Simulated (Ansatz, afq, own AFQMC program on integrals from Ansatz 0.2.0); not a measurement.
Integrals from Ansatz 0.2.0, then the random walk in our own AFQMC program (afq).

```yaml
crystal:
  periodic: [false, false, false]
  atoms:
    - {symbol: Si, position_ang: [0.000000, 0.021163, 0.508090]}
    - {symbol: O, position_ang: [0.000000, -0.082626, -0.807823]}
    - {symbol: H, position_ang: [0.000000, 0.721854, -1.334691]}
basis:
  gaussian: {orbitals: cc-pVDZ}
magnetization: {spin_polarized: true, initial_magnetization: 1}
correlation: {method: ccsd_t, electrons: outside_noble_gas, hamiltonian_folder: ham}
```

```sh
$ ansatz run in.yaml --threads 1 --pin off --events-out ev --progress --plain --max-ram 1382MiB
```

afq runs on the folder ham with

```
--method phaseless --trial hf --walkers 120 --populations 1 --least-time 40 --time-step 0.005 --steps-per-block 20 --equilibration-blocks 112 --max-blocks 600 --target-error 0.0012000 --factor-cut 1e-05 --start spin_pure --seed 5300 --taylor-order 6
```

Times are imaginary, in 1/Eh. The walk had a cap of 774 s.

Log:

```
orbitals 31  electrons 6 5  factors 235 of 359
reference energy -364.21762820 Eh
CCSD correlation -0.26275719 Eh in 11 cycles, weight of the determinant in the CISD state 0.8990
energy of the start -364.217885 Eh
 block  time / (1/Eh)  mean weight  energy / Eh
     1     0.100  1.0016  -364.303284
     2     0.200  1.0002  -364.363026
     3     0.300  1.0001  -364.391344
     4     0.400  1.0002  -364.408487
     5     0.500  1.0041  -364.428982
    10     1.000  0.9990  -364.492568
    69     6.900  1.0010  -364.536278
    86     8.600  0.9989  -364.455041
   171    17.100  0.9980  -364.462617
   188    18.800  0.9981  -364.447407
   256    25.600  0.9997  -364.503223
   341    34.100  0.9990  -364.490527
   426    42.600  0.9999  -364.464240
   511    51.100  0.9996  -364.477025
   596    59.600  0.9971  -364.495928
   681    68.100  1.0020  -364.448905
   698    69.800  0.9999  -364.464246
blocks merged  error / Eh  count
     1  0.000917  600
     2  0.001186  300
     4  0.001502  150
     8  0.001747  75
    16  0.002034  37
    32  0.001934  18
    64  0.002429  9
energy -364.484849 +/- 0.002034 Eh
(rows thinned)
```

The run passed its tests (sampling time, drift between the halves within three errors, error under three times the target), which doesn't prove that it has relaxed.

Against this walk (error 55.3 meV) on the same determinant: CCSD(T) 30.0 meV lower (within the noise), CCSDT(Q) 58.6 meV lower (within the noise), a separate phaseless walk with a CISD trial and standard settings 43.7 ± 56.3 meV lower (within the noise). The error is statistical and leaves out the bias of the constraint.

Cautions: constraint bias not in the error; error above the target (55.3 against 32.7 meV).

The walk took 2.9 min on 1 thread of Arm Neoverse V2, with other jobs on the host. The log's last line is the phaseless energy.

CCSDT and higher add their correlation energy to the determinant of the CCSD(T) run, since their own runs factorise the integrals more tightly (a shift of under 2 meV). A walk keeps the symmetry of its determinant, which the program's search chose and which needn't be the lowest solution, so a lower state of the same spin and another symmetry isn't excluded.
